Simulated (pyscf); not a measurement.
This saddle point was located with ωB97X-D3(BJ)/def2-SVP in PySCF.

```xyz
6

F     -0.0372     1.8710     0.1579
Si     0.8683     0.6037    -0.3195
F      2.0696     0.5570     0.7675
O     -0.2336    -0.7893     0.1328
H      0.1191    -0.5945    -1.1086
H     -1.1583    -0.5585     0.3374
```
Charge 0, spin multiplicity 1.

Surface: singlet, charge 0. Lowest wavenumbers (cm⁻¹): 1576i, 204, 267, 335, 386.

What reaction is this the transition state of?

`[F][Si][F]` [singlet] + `[OH2]` <-> `[OH][SiH]([F])[F]`, an insertion read from left to right: H–O broken and O–Si, H–Si formed. At CCSD(T)/def2-TZVPP + ΔMP2(QZVPP) it lies +22.1 kcal/mol from the left side and +84.9 kcal/mol from the right (each side as separated species at their lowest minima found). On the reactant side the descent ends in an adduct with a O–Si contact (not fully relaxed), 12.2 kcal/mol under the separated species and 31.8 kcal/mol under the saddle at ωB97X-D3(BJ)/def2-TZVP. What is counted as formed (O–Si) is already present as a longer contact in the reactant adduct; forming that adduct is a step of its own. At ωB97X-D3(BJ) the barrier from the zero used here is 19.5 kcal/mol. The same reactants have a lower exit, to HF + HO–Si:–F [singlet] (barrier +10.4 kcal/mol at ωB97M-D3(BJ), against +21.9 kcal/mol here). One saddle was located; it need not be the lowest between these sides. The CCSD(T) − MP2 part came from Ansatz, without density fitting, on the same reference.
